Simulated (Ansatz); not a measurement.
`FC/N=C/Cl` and `C/C=N/CF` differ in one atom or group.

Ansatz, PBE0-D4/def2-TZVP geometries, multiplicity 1. Each molecule was computed in one conformer, which needn't be the lowest.

| property | `FC/N=C/Cl` |
| --- | --- |
| HOMO–LUMO gap (PBE0/def2-TZVPP) / eV | 7.67 |
| LUMO energy (B3LYP/def2-TZVPP) / eV | -1.07 |
| HOMO–LUMO gap (PBE/def2-TZVPP) / eV | 5.24 |
| size of the dipole moment (PBE/def2-TZVPP) / D | 0.98 |
| HOMO energy (B3LYP/def2-TZVPP) / eV | -8.25 |
| HOMO–LUMO gap (B3LYP/def2-TZVPP) / eV | 7.19 |

Q: Give the same properties after the change, and the shifts. (Best estimate.)

A: Computed: 
```csv
property,`C/C=N/CF`,shift
HOMO–LUMO gap (PBE0/def2-TZVPP) / eV,7.23,-0.44
LUMO energy (B3LYP/def2-TZVPP) / eV,-0.74,0.33
HOMO–LUMO gap (PBE/def2-TZVPP) / eV,4.62,-0.62
size of the dipole moment (PBE/def2-TZVPP) / D,3.05,2.07
HOMO energy (B3LYP/def2-TZVPP) / eV,-7.49,0.76
HOMO–LUMO gap (B3LYP/def2-TZVPP) / eV,6.75,-0.44
```

With PBE0 the HOMO rises by 0.79 eV and the LUMO rises by 0.35 eV, so the gap narrows by about 0.44 eV. PBE moves the HOMO by 0.88 eV and ωB97M-V by 0.60 eV. The zero-point energy changes by 96.1 kJ/mol with +9 modes. Dipoles are sizes alone; their direction can turn.

B3LYP here is the variant with VWN-RPA as its local correlation; programs differ in this.
